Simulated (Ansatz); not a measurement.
The same path of H4NOP (7 atoms, charge 0, multiplicity 1) was run 3 times with different band settings. Lost on the way: O3–H7. Made: P2–H7.

These are results of Ansatz 0.2.0, RKS PBE-D4/STO-3G, not measurements.

Relaxed end points:

```xyz
7
Properties=species:S:1:pos:R:3
N -0.542 0.348 -0.697
P 0.222 0.281 0.976
O 1.679 -0.495 0.391
H -0.443 1.370 -1.007
H -1.599 0.303 -0.523
H -0.550 -0.909 1.272
H 1.295 -0.966 -0.458
```

```xyz
7
Properties=species:S:1:pos:R:3
N -0.768 0.814 -0.347
P 0.469 -0.407 0.361
O 1.038 -1.611 -0.481
H -1.518 0.154 -0.755
H -0.288 1.099 -1.272
H -0.269 -0.698 1.575
H 1.397 0.581 0.874
```

Common settings: optimiser quadratic models (default); start path through a guess of the saddle point; force threshold 0.05 eV/Å; iteration limit 60; end points relaxed.

| run | movable images | climbing image | spring |
| --- | --- | --- | --- |
| 1 | 7 | yes | 5.0 eV/Å² |
| 2 | 4 | no | 5.0 eV/Å² |
| 3 | 7 | yes | 50.0 eV/Å² |

Question: What does each run give, and how far can it be trusted?

Answer: Run 1: not converged after 60 iterations, highest image 2.162 eV above the first end. The band didn't meet its force threshold, so its energies are provisional: the largest band force was still 0.63 eV/Å, and over the last iterations the top moved between 2.14 and 2.16 eV. Neighbouring images lie up to 1.8 Å apart, so the band is torn or far too coarse.
Run 2: converged after 32 iterations, highest image 2.100 eV above the first end. Neighbouring images differ by up to 2.1 eV, so the band resolves the path poorly. No image climbed, so the highest image needn't sit at the top of the path. A band with more images between the same ends climbed to 3.75 eV, so this one has probably stepped over the top.
Run 3: converged after 21 iterations, highest image 3.752 eV above the first end. The profile has 2 maxima (images 1, 5) with wells between them (image 2): this band takes more than one step, which may be the mechanism or a detour left from its start path. Neighbouring images differ by up to 3.2 eV, so the band resolves the path poorly. The order of the point at the top wasn't checked.
The orbitals stay closed-shell, which can raise the energy where a bond breaks towards radicals; this wasn't checked here. Limits of this set-up: minimal basis.
